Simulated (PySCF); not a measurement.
## Ionisation energy of N by level of theory

N [He] 2s2 2p3 (4S) → N+ [He] 2s2 2p2 (3P), as a difference of total energies. All numbers are calculated (PySCF 2.14, no relativity, point nucleus, in 6-31G* (3s2p1d, 14 functions)). Correlated levels: valence: 1s2 frozen. The calculations carry no spin-orbit coupling.

```tsv
method	ionisation energy (eV)
UHF	13.962
TPSS	14.642
B3LYP	14.646
MP2 (valence)	14.424
CCSD(T) (valence)	14.264
```

Task: Estimate what CCSD (valence) gives.

Result: 14.267 eV, closest to CCSD(T) (valence) among the rows shown.

Task: Estimate what SCS-MP2 (valence) gives.

Result: 14.215 eV, closest to CCSD(T) (valence) among the rows shown.

Errors of the correlated levels include the incompleteness of this basis and the frozen core.

For comparison: 14.545 eV (measured; NIST levels, between the centres of gravity of the two terms).
